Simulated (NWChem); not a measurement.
System: NO₂, doublet; SMILES [O]N=O

Parts of the log:

```
             Northwest Computational Chemistry Package (NWChem) 7.3.0
             --------------------------------------------------------

 C2V symmetry detected

                             Geometry "geometry" -> ""
                             -------------------------

 Output coordinates in angstroms (scale by  1.889725989 to convert to a.u.)

  No.       Tag          Charge          X              Y              Z
 ---- ---------------- ---------- -------------- -------------- --------------
    1 O                    8.0000    -1.09292600     0.00000000    -0.13772591
    2 N                    7.0000     0.00000000     0.00000000     0.31480209
    3 O                    8.0000     1.09292600     0.00000000    -0.13772591

 Effective nuclear repulsion energy (a.u.)      65.5974495332

      Symmetry information
      --------------------

 Group name             C2v
 Group number             16
 Group order               4
 No. of unique centers     2

                                 NWChem DFT Module
                                 -----------------

 Summary of "ao basis" -> "ao basis" (spherical)
 ------------------------------------------------------------------------------
       Tag                 Description            Shells   Functions and Types
 ---------------- ------------------------------  ------  ---------------------
 O                          def2-svp                 6       14   3s2p1d
 N                          def2-svp                 6       14   3s2p1d

      Symmetry analysis of basis
      --------------------------

        a1         17
        a2          5
        b1         13
        b2          7

            General Information
            -------------------
          SCF calculation type: DFT
          Wavefunction type:  spin polarized.
          No. of atoms     :     3
          No. of electrons :    23
           Alpha electrons :    12
            Beta electrons :    11
          Charge           :     0
          Spin multiplicity:     2
          Use of symmetry is: on ; symmetry adaption is: on
          Maximum number of iterations: 150
          AO basis - number of functions:    42
                     number of shells:    18
          Convergence on energy requested:  1.00D-06
          Convergence on density requested:  1.00D-05
          Convergence on gradient requested:  5.00D-04

              XC Information
              --------------
                         B3LYP Method XC Potential
                     Hartree-Fock (Exact) Exchange  0.200
                        Slater Exchange Functional  0.800 local
                    Becke 1988 Exchange Functional  0.720 non-local
              Lee-Yang-Parr Correlation Functional  0.810
                  VWN I RPA Correlation Functional  0.190 local

             Grid Information
             ----------------
          Grid used for XC integration:  medium
          Radial quadrature: Mura-Knowles
          Angular quadrature: Lebedev.
          Tag              B.-S. Rad. Rad. Pts. Rad. Cut. Ang. Pts.
          ---              ---------- --------- --------- ---------
          O                   0.60       49           6.0       434
          N                   0.65       49           5.0       434
          Grid pruning is: on
          Number of quadrature shells:    98
          Spatial weights used:  Erf1

      Superposition of Atomic Density Guess
      -------------------------------------

 Sum of atomic energies:        -203.62648933

      Non-variational initial energy
      ------------------------------

 Total energy =    -204.565239
 1-e energy   =    -410.135709
 2-e energy   =     139.973020
 HOMO         =      -0.147512
 LUMO         =       0.009154

   Symmetry analysis of molecular orbitals - initial alpha
   -------------------------------------------------------

  Numbering of irreducible representations:

     1 a1          2 a2          3 b1          4 b2

  Orbital symmetries:

     1 b1          2 a1          3 a1          4 a1          5 b1
     6 a1          7 b1          8 b2          9 a1         10 a2
    11 b1         12 a1         13 b2         14 a1         15 b1
    16 a1         17 b1         18 b2         19 a1         20 a1
    21 b1         22 a2

   Symmetry analysis of molecular orbitals - initial beta
   ------------------------------------------------------

  Numbering of irreducible representations:

     1 a1          2 a2          3 b1          4 b2

  Orbital symmetries:

     1 b1          2 a1          3 a1          4 a1          5 b1
     6 a1          7 b1          8 b2          9 a1         10 a2
    11 b1         12 a1         13 b2         14 a1         15 b1
    16 a1         17 b1         18 b2         19 a1         20 a1
    21 b1         22 a2

     ---------------------------------------------
      Total Density - Mulliken Population Analysis
     ---------------------------------------------

    Atom       Charge   Shell Charges
 -----------   ------   -------------------------------------------------------
    1 O    8     8.46   1.99  1.13  0.71  2.86  1.75  0.02
    2 N    7     6.08   1.99  0.98  0.42  1.75  0.84  0.09
    3 O    8     8.46   1.99  1.13  0.71  2.86  1.75  0.02

     --------------------------------------------
      Spin Density - Mulliken Population Analysis
     --------------------------------------------

    Atom       Charge   Shell Charges
 -----------   ------   -------------------------------------------------------
    1 O    8     0.22   0.00  0.00 -0.01  0.16  0.06  0.00
    2 N    7     0.56   0.00  0.05  0.17  0.23  0.10  0.01
    3 O    8     0.22   0.00  0.00 -0.01  0.16  0.06  0.00

[...]
```

Level: B3LYP/def2-SVP, spin-unrestricted. In the optimisation the excess spin sits in a1 (C2v, its own frame). All runs use the structure optimised with PBE0/def2-SVP, spin-unrestricted. No stability test was run on the SCF state.

Question: Reconstruct the input file.

Answer: Several could match; the one computed here: the input that was run:
```
start job
memory heap 200 mb stack 900 mb global 1100 mb
geometry units angstroms noautoz
  O     -1.092926     0.000000    -0.138541
  N      0.000000     0.000000     0.313987
  O      1.092926     0.000000    -0.138541
end
basis spherical
  * library def2-svp
end
dft
  odft
  mult 2
  xc b3lyp
  iterations 150
  mulliken
end
task dft energy
```
